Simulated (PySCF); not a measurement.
Compound: C₃H₃F₃.
Numbering: `[F:1][C@H:2]1[CH2:3][C:4]1([F:5])[F:6]` (hydrogens: H7 on C2; H8, H9 on C3)

Method: PySCF 2.14.0, PBE0-D3(BJ)/def2-SVP geometry optimisation, gas phase.

Task: What internal coordinates does the optimisation give?

Result: 
```
 bond  length (Å)   order
F1–C2       1.347  single
C2–C3       1.519  single
C3–C4       1.483  single
C4–F5       1.331  single
C4–F6       1.336  single
C2–C4       1.481  single
C2–H7       1.096  single
C3–H8       1.093  single
C3–H9       1.094  single
```

Orders are formal, as drawn. A selection of angles:
```
   angle  degrees
F1–C2–C3    117.7
F1–C2–C4    118.2
F1–C2–H7    113.7
C3–C2–C4     59.2
C3–C2–H7    118.9
C4–C2–H7    118.7
C2–C3–C4     59.1
C2–C3–H8    118.6
C2–C3–H9    115.3
C4–C3–H8    119.3
C4–C3–H9    115.6
H8–C3–H9    116.5
C3–C4–F5    119.3
C3–C4–F6    119.4
F5–C4–F6    110.8
C2–C4–C3     61.7
C2–C4–F5    119.0
C2–C4–F6    119.0
```

Torsions: F1–C2–C3–C4 108° (anticlinal); C2–C3–C4–F5 -109° (anticlinal); F1–C2–C4–C3 -107° (anticlinal).

The 3 C–C bonds span 1.481 Å (C2–C4, drawn single) to 1.519 Å (C2–C3, drawn single), a spread of 0.038 Å. The 3-membered ring C2–C3–C4 has internal angles of 59.1° to 61.7°.

Point group: C1 (no symmetry element, even within 0.4 Å). Whether it is a minimum is left open (no frequencies).
